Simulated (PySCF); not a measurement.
Species: C₄H₉P.
SMILES with atom numbers: `[CH2:1]=[CH:2][P:3]([CH3:4])[CH3:5]` (hydrogens: H6, H7 on C1; H8 on C2; H9, H10, H11 on C4; H12, H13, H14 on C5)

All values: PBE0/def2-SVPD (PySCF, non-relativistic), on one gas-phase PBE0-D3(BJ)/def2-SVP geometry that isn't relaxed in the solvent. The solvent is an IEF-PCM continuum (Bondi radii, 1.10 Å for H, scaled by 1.2), and excitations are vertical TDDFT with non-equilibrium linear response and a frozen core. Only the electrostatic response of the medium enters.

Gas-phase singlets (H = HOMO, L = LUMO):

```csv
state,E (eV),λ (nm),f,leading configurations
S1,5.245,236,0.171,H→L 95%
S2,6.024,206,0.032,H→L+1 97%
S3,6.328,196,0.041,H→L+2 98%
S4,6.645,187,0.031,H→L+3 90%
S5,7.106,174,0.052,"H→L+4 62%, H-1→L 16%, H-2→L 13%"
```

Q: Give the list for chloroform (ε = 4.711), n² = 2.09.

A: 
```
state  E (eV)  λ (nm)      f  leading configurations  change by rank (eV)
   S1   5.223     237  0.244                 H→L 96%               -0.022
   S2   6.135     202  0.056               H→L+1 96%               +0.111
   S3   6.464     192  0.050               H→L+2 96%               +0.136
   S4   6.704     185  0.073               H→L+3 87%               +0.059
   S5   7.030     176  0.153    H-1→L 58%, H-2→L 28%               -0.076
```

Q: What are the lowest 5 singlets in dichloromethane (ε = 8.93)?

A: 
```
state  E (eV)  λ (nm)      f  leading configurations  change by rank (eV)
   S1   5.244     236  0.243                 H→L 96%               -0.001
   S2   6.166     201  0.055               H→L+1 96%               +0.142
   S3   6.502     191  0.049               H→L+2 95%               +0.174
   S4   6.725     184  0.078               H→L+3 86%               +0.080
   S5   7.024     177  0.146    H-1→L 56%, H-2→L 29%               -0.082
```

Q: How do the frontier levels move from gas to dichloromethane?

A: 
| orbital | gas (eV) | solvent (eV) | change (eV) | Löwdin shares, gas | Löwdin shares, solvent |
| --- | --- | --- | --- | --- | --- |
| LUMO+2 | 1.05 | 1.18 | +0.13 | C5 27 %, P3 15 %, H13 14 %, H12 9 % | C5 27 %, P3 15 %, H13 12 %, H12 9 % |
| LUMO+1 | 0.77 | 0.90 | +0.13 | C4 21 %, C1 14 %, P3 11 %, H11 9 % | C4 20 %, P3 15 %, C1 14 %, H11 8 % |
| LUMO | -0.18 | -0.17 | +0.01 | C1 33 %, C2 29 %, P3 12 %, C5 6 % | C1 33 %, C2 30 %, P3 12 %, C5 6 % |
| HOMO | -6.30 | -6.38 | -0.08 | P3 51 %, C2 12 %, C1 12 %, C5 9 % | P3 51 %, C2 12 %, C1 12 %, C5 9 % |
| HOMO-1 | -8.13 | -8.12 | +0.01 | C2 36 %, C1 29 %, P3 12 %, C5 5 % | C2 36 %, C1 28 %, P3 12 %, C5 6 % |
| HOMO-2 | -9.19 | -9.09 | +0.10 | C2 22 %, C4 20 %, P3 19 %, C1 10 % | C4 22 %, C2 20 %, P3 19 %, C1 9 % |
| HOMO-3 | -9.57 | -9.47 | +0.10 | C5 28 %, P3 22 %, C4 14 %, C2 9 % | C5 26 %, P3 22 %, C4 13 %, C2 10 % |

The HOMO–LUMO gap goes from 6.12 to 6.20 eV.

Conformer computed: `[CH2:1]=[CH:2][P:3]([CH3:4])[CH3:5]`: C1–C2–P3–C4 19°.
